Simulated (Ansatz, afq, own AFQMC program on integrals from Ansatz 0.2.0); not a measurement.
**C2H2, singlet in cc-pVDZ, levels against CCSDT(Q)**

```yaml
atoms:
  - { symbol: C, position_ang: [0.0000, 0.0000, 0.5985] }
  - { symbol: C, position_ang: [0.0000, 0.0000, -0.5985] }
  - { symbol: H, position_ang: [0.0000, 0.0000, 1.6632] }
  - { symbol: H, position_ang: [0.0000, 0.0000, -1.6632] }
```

Connectivity, by distances: CH–CH.

Basis cc-pVDZ. Noble-gas cores (and the filled d shells of Ga–Kr and In–Xe) are frozen. Ansatz 0.2.0 and our own AFQMC program on the same integrals; the CISD trial comes from CCSD amplitudes, and released means the phaseless constraint is let go. Error bars are statistical, one sigma.

Determinant: RHF, the one that the program's search chose, which needn't be the lowest solution. The geometry is a point of a scan.

No full CI on the walks' own integrals is used here; CCSDT(Q) serves as the reference and is uncertain by about the last step of the cluster series.

```
T1 diagnostic                               : 0.0122
weight of the determinant in the CISD state : 0.886
size of the correlated space                : 10 electrons in 36 orbitals
```

Reference: CCSDT(Q), correlation energy -7.729 eV. The released energy is read at 2.40 1/Eh (meV from the phaseless value at times in 1/Eh: 6 ± 21 at 0.24, -12 ± 20 at 0.51, -6 ± 15 at 0.99, 14 ± 16 at 1.62, -3 ± 21 at 2.40).

```csv
level,E − E(reference) (kJ/mol),share of correlation (%)
HF,745.7,0.00
MP2,77.5,89.60
CCSD,32.3,95.66
CCSD(T),3.7,99.51
CCSDT,2.6,99.65
ph-AFQMC/CISD,0.5 ± 1.8,99.93
released AFQMC,0.2 ± 2.0,99.98
```

A walk keeps the symmetry of its determinant, which the program's search chose and which needn't be the lowest solution, so a lower state of the same spin and another symmetry isn't excluded. Released energies are given only where the last usable release times agree within the noise; a slower fall can still hide under it.
